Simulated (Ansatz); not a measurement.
# Hg3O2SO4 (P3₁21, No. 152; cell taken from a computed entry): band gap by level of theory

No measured value is used here.

```csv
level (code),value (eV)
LDA (Ansatz),0.64
PBEsol (Ansatz),0.67
r²SCAN+SOC (Ansatz),1.06 (indirect)
HSE06 (Ansatz),2.20
PBE0 (Ansatz),2.93
```

Computed values are for a static lattice. Spin–orbit coupling is included only where a level's name says +SOC; with heavier elements it mostly lowers gaps and can invert bands.  r²SCAN+SOC: the gap is read on the k mesh or supercell of the run alone and can be too large. Values are at the PBEsol cell. Cutoffs and k meshes differ between the levels. Ansatz's density-functional and Hartree–Fock values are scalar-relativistic unless marked +SOC, with PAW data made under PBE.

Ansatz is a first-principles code.
